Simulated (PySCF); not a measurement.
Compound: C₅H₉O (charge +1).
Atom-mapped SMILES: `[CH2:1]=[CH:2][C+:3]([CH3:4])[O:5][CH3:6]` (hydrogens: H7, H8 on C1; H9 on C2; H10, H11, H12 on C4; H13, H14, H15 on C6)

Computed geometry: GFN2-xTB, gas phase.

What internal coordinates does the optimisation give?

```json
{"bond": "C1=C2", "length (bohr)": "2.530", "order": "double"}
{"bond": "C2–C3", "length (bohr)": "2.723", "order": "single"}
{"bond": "C3–C4", "length (bohr)": "2.774", "order": "single"}
{"bond": "C3–O5", "length (bohr)": "2.414", "order": "single"}
{"bond": "O5–C6", "length (bohr)": "2.678", "order": "single"}
{"bond": "C1–H7", "length (bohr)": "2.037", "order": "single"}
{"bond": "C1–H8", "length (bohr)": "2.037", "order": "single"}
{"bond": "C2–H9", "length (bohr)": "2.046", "order": "single"}
{"bond": "C4–H10", "length (bohr)": "2.048", "order": "single"}
{"bond": "C4–H11, C4–H12", "length (bohr)": "2.068", "order": "single"}
{"bond": "C6–H13, C6–H14, C6–H15", "length (bohr)": "2.063", "order": "single"}
```

Bonds in one row agree within 0.02 bohr and their mean is given. Orders are formal, as drawn. A selection of angles:
```json
{"angle": "C2–C1–H7", "degrees": "123.9"}
{"angle": "C2–C1–H8", "degrees": "120.3"}
{"angle": "H7–C1–H8", "degrees": "115.8"}
{"angle": "C1–C2–C3", "degrees": "126.0"}
{"angle": "C1–C2–H9", "degrees": "120.1"}
{"angle": "C3–C2–H9", "degrees": "114.0"}
{"angle": "C2–C3–C4", "degrees": "124.2"}
{"angle": "C2–C3–O5", "degrees": "114.0"}
{"angle": "C4–C3–O5", "degrees": "121.9"}
{"angle": "C3–C4–H10", "degrees": "112.8"}
{"angle": "C3–C4–H11", "degrees": "110.0"}
{"angle": "H10–C4–H11", "degrees": "109.0"}
{"angle": "H11–C4–H12", "degrees": "105.8"}
{"angle": "C3–O5–C6", "degrees": "123.3"}
{"angle": "O5–C6–H13", "degrees": "111.0"}
{"angle": "O5–C6–H15", "degrees": "106.1"}
{"angle": "H13–C6–H14", "degrees": "109.1"}
```

Torsions: C1–C2–C3–C4 0° (synperiplanar); C2–C3–O5–C6 180° (antiperiplanar).

O5 (oxygen bonded to 2 C) is bent (angle 123.3°). C3 (carbon bonded to 2 C and O) is planar (angles 124.2°, 121.9° and 114.0°, sum 360.0°, 0.00 Å off the plane of its three neighbours). The 3 C–C bonds span 1.339 Å (C1=C2, drawn double in one of several resonance forms) to 1.468 Å (C3–C4, drawn single), a spread of 0.129 Å. C1 (carbon bonded to C and 2 H) is planar (angles 123.9°, 120.3° and 115.8°, sum 360.0°, 0.00 Å off the plane of its three neighbours). The 6 heavy atoms lie in one plane (0.002 Å rms). Of the pairs four or more bonds apart, H7···H10 is among the closest relative to their van der Waals radii: 2.09 Å, 87 % of the sum of Bondi's values. C2 (carbon bonded to 2 C and H) is planar (angles 126.0°, 120.1° and 114.0°, sum 360.0°, 0.00 Å off the plane of its three neighbours).

Point group: Cs (every atom within 0.08 Å of its image). No GFN2-xTB frequencies stand behind this structure, so it isn't proved a minimum.

One conformer stands for the species.
